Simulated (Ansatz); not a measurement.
Two isomers of C2H5FO2: A = `OC(O)CF`, B = `CC(O)(O)F`.

Gas-phase electronic energies from Ansatz, PBE0-D4/def2-TZVP geometries. CCSD(T)/CBS is the MP2 limit (def2-TZVPP, def2-QZVPP) plus CCSD(T) − MP2 in def2-TZVPP, frozen cores. Functionals use def2-TZVPP. B3LYP here is the variant with VWN-RPA as its local correlation; programs differ in this. One conformer a species, not always the lowest.

Which is lower in electronic energy at CCSD(T)/CBS, and by how much? (Best estimate.)

Ansatz gave: B, by 71.8 kJ/mol.

Give E(B) − E(A) in kJ/mol with ωB97M-V, B2PLYP, r2SCAN-D4, B3LYP, B3LYP-D4, MP2/def2-TZVPP, CCSD/def2-TZVPP. (Best estimate.)

The calculation gave: ωB97M-V -75.6, B2PLYP -71.5, r2SCAN-D4 -79.5, B3LYP -69.4, B3LYP-D4 -69.8, MP2/def2-TZVPP -74.9, CCSD/def2-TZVPP -71.6. None reverses the order clearly.

Largest T1 diagnostic: 0.011.
